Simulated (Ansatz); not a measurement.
A trace of molecular dynamics of HCN (or HNC) + HCN (or HNC) (6 atoms, charge 0, multiplicity 1).

These are results of Ansatz 0.2.0, RKS B3LYP-D4/STO-3G, not measurements.

| Quantity | Value |
| --- | --- |
| ensemble | NVT, Nosé–Hoover chain |
| set temperature | 500 K |
| thermostat | time constant 300 fs, chain length 1 |
| seed | 652668 |

```
time (fs)  T (K)  potential energy less start (eV)  conserved less start (meV/atom)
      0.0    500                             0.000                             0.00
      3.0    597                            -0.052                            -0.34
      6.0    464                             0.018                            -0.06
      9.0    490                             0.005                            -0.07
     12.0    605                            -0.056                            -0.30
     15.0    584                            -0.043                            -0.01
     18.0    597                            -0.051                            -0.08
     21.0    658                            -0.083                            -0.24
     24.0    544                            -0.022                             0.07
     27.0    560                            -0.032                            -0.14
     30.0    636                            -0.072                            -0.23
     33.0    552                            -0.027                             0.10
     36.0    707                            -0.109                            -0.21
     39.0    724                            -0.118                            -0.16
     42.0    544                            -0.023                             0.10
     45.0    642                            -0.077                            -0.29
     48.0    529                            -0.017                            -0.08
     51.0    540                            -0.023                             0.00
     54.0    770                            -0.145                            -0.38
     57.0    575                            -0.043                             0.00
     60.0    587                            -0.051                            -0.11
     63.0    590                            -0.055                            -0.35
     66.0    369                             0.061                             0.04
     69.0    539                            -0.030                            -0.26
     72.0    592                            -0.060                            -0.35
     75.0    466                             0.005                             0.02
```

Problem. Is this trajectory sound?

Solution. The conserved energy stayed within 0.39 meV per atom of its start (net change 0.021 meV per atom), so the integration is sound. The schedule's set-point averaged 173 K over the second half and the system 577 K, so it lags behind the ramp. A run of 0.075 ps of so small a system gives no equilibrium averages. Limits of this set-up: minimal basis. The time step was 0.5 fs.

Time of the run: 100 s on 1 CPU thread of a shared host.
